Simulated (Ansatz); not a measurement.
in.yaml

```yaml
crystal:
  periodic: [false, false, false]
  atoms:
    - {symbol: Ge, position_ang: [0.000000, -0.056222, 0.638924]}
    - {symbol: P, position_ang: [0.000000, 0.131641, -1.488929]}
    - {symbol: H, position_ang: [0.000000, 1.272055, 1.463066]}
    - {symbol: H, position_ang: [0.000000, -1.265559, -1.754446]}
basis:
  gaussian: {orbitals: def2-SVPD}
total_charge: 1
magnetization: {spin_polarized: false, initial_magnetization: 2}
hamiltonian: {xc: {name: r2SCAN}}
correlation: {method: ccsd, electrons: outside_noble_gas}
scf: {lower_state_search: full}
```

```sh
$ ansatz run in.yaml --threads 1 --pin off --events-out ev --progress --plain --max-ram 2393MiB
```

Question: Roughly how long does this take on 1 thread of Intel Xeon 6975P-C, shared host, and how much host memory?

Answer: 11 s wall and 0.23 GiB.

```
744 factors; integrals over basis functions are off by at most 1.2e-3 eV
mean field evaluation 1: about -65817.0713 eV, gradient 1.8e1 eV
mean field evaluation 2: about -65817.0741 eV, gradient 1.8e1 eV
mean field evaluation 4: about -65817.6636 eV, gradient 1.0e1 eV
mean field evaluation 8: about -65818.2432 eV, gradient 2.1e-1 eV
mean field evaluation 16: about -65818.2434 eV, gradient 5.2e-5 eV
mean field evaluation 32: about -65783.2086 eV, gradient 8.7e1 eV
mean field evaluation 64: about -65818.2425 eV, gradient 5.4e-1 eV
mean field evaluation 96: about -65816.1344 eV, gradient 1.8e1 eV
mean field evaluation 128: about -65818.2434 eV, gradient 1.7e-5 eV
mean field -65818.24341190 eV, -2418.7758321794 hartree, gradient 3.7e-6 eV, S^2 2.000000; 7 other end points of the search recorded, 0 dependent functions left out
19 core orbitals not correlated: weight in the atoms' cores, before any rotation towards them, 0.999 or more for the frozen orbitals, at most 0.000 for the correlated occupied ones
reference -65757.41322646 eV, -2416.5403640967 hartree; 6, 4 occupied and 53, 55 virtual orbitals, 744 factors
second order -4.80723566 eV of doubles, -0.33843679 eV of singles
cycle   1  -5.63974728 eV  change   -5.0e-1 eV  update   6.7e-2
cycle   2  -5.83008370 eV  change   -1.9e-1 eV  update   2.3e-2
cycle   3  -5.88136322 eV  change   -5.1e-2 eV  update   1.0e-2
cycle   4  -5.88261291 eV  change   -1.2e-3 eV  update   3.5e-3
cycle   5  -5.88296562 eV  change   -3.5e-4 eV  update   1.5e-3
cycle   6  -5.88266536 eV  change    3.0e-4 eV  update   6.7e-4
cycle   7  -5.88278388 eV  change   -1.2e-4 eV  update   2.8e-4
cycle   8  -5.88281808 eV  change   -3.4e-5 eV  update   1.2e-4
cycle   9  -5.88278584 eV  change    3.2e-5 eV  update   5.7e-5
cycle  10  -5.88279324 eV  change   -7.4e-6 eV  update   2.4e-5
cycle  11  -5.88279682 eV  change   -3.6e-6 eV  update   1.0e-5
Total energy: -65763.29602328 eV, -2416.7565528924 hartree
```
